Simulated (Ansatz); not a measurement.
A made-up structure of AlSi$_{2}$H$_{7}$, singlet:

```
atom    x (Å)    y (Å)    z (Å)
 Al1  -1.9443   0.6574  -0.8476
 Si2   0.4672   0.7577  -0.4458
 Si3   1.1087  -1.0189   0.9404
  H4  -2.5183  -0.1869  -2.0640
  H5  -2.9518   1.3851   0.1412
  H6   0.8741   2.0232   0.2325
  H7  -1.3890   1.9980  -0.3949
  H8   2.5698  -1.0072   1.2210
  H9   0.3783  -0.9409   2.2355
 H10   0.7618  -2.3154   0.2957
```

It is relaxed with PBE-D4/def2-SVP and then PBE0-D4/def2-TZVP (Ansatz 0.2.0). Atoms count as bonded within 1.22 times the sum of their covalent radii (H–H: 0.88 Å). The end point is not checked to be a true minimum.

(1) Does its bonding change? (A judgement: the text doesn't fix the answer.)

## Answers

(1) The calculation gives: Yes. Formed: Si2–H7; broken: Al1–H7.

Where it ends: The first stage lowers the energy by 3.53 eV in 42 steps. It ends as AlSi₂H₇ ([AlH2][SiH2][SiH3]):
```xyz
10
angstrom
Al -2.2376 0.6185 -0.7646
Si -0.1508 1.0797 0.4268
Si 1.1142 -0.8861 0.5863
H -3.5253 0.1391 0.0323
H -2.2979 0.7358 -2.3474
H 0.6877 2.0946 -0.2765
H -0.3896 1.5713 1.8155
H 2.4034 -0.6631 1.2946
H 0.3442 -1.9262 1.3226
H 1.4083 -1.4115 -0.7756
```

Labels in which every atom is bracketed show which atoms are joined, not bond orders.

For scale, one of the runs: PBE0-D4/def2-TZVP relaxation, 153 basis functions, launched by `ansatz run in.yaml --threads 2 --pin off --events-out ev --progress --plain --max-ram 4352MiB`. Hardware: 2 CPU threads of an Arm Neoverse V2, shared host. Wall time about 47 s.
